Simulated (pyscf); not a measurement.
PySCF, gas phase, ωB97X-D3(BJ)/def2-SVP geometries. Correlated levels are frozen-core, on RHF or UHF. ΔMP2 is the change of the MP2 total energy from the triple- to the quadruple-zeta basis.

`[PH3]` + `[SiH2]` [singlet] → `[SiH3][PH2]`
Surface: singlet. Broken: H–P. Formed: P–Si, H–Si. Give ΔE‡ and ΔE from CCSD(T)/def2-TZVPP + ΔMP2(QZVPP), relative to the separated reactants.

ΔE‡ = -4.7 kcal/mol, ΔE = -60.1 kcal/mol. Zero-point energy shifts the barrier by +2.2 kcal/mol. It is an insertion, with an imaginary mode of 697i cm⁻¹. On the reactant side the descent ends in an adduct with a H–Si contact, 8.9 kcal/mol under the separated species and 2.5 kcal/mol under the saddle at ωB97X-D3(BJ)/def2-TZVP. At CCSD(T) the saddle lies under the separated reactants, which points to a path from their complex (located at ωB97X-D3(BJ) alone). What is counted as formed (H–Si) is already present as a longer contact in the reactant adduct; forming that adduct is a step of its own. This is the saddle that the search found; another between the same sides may lie lower. The CCSD(T) − MP2 part came from Ansatz, without density fitting, on the same reference.
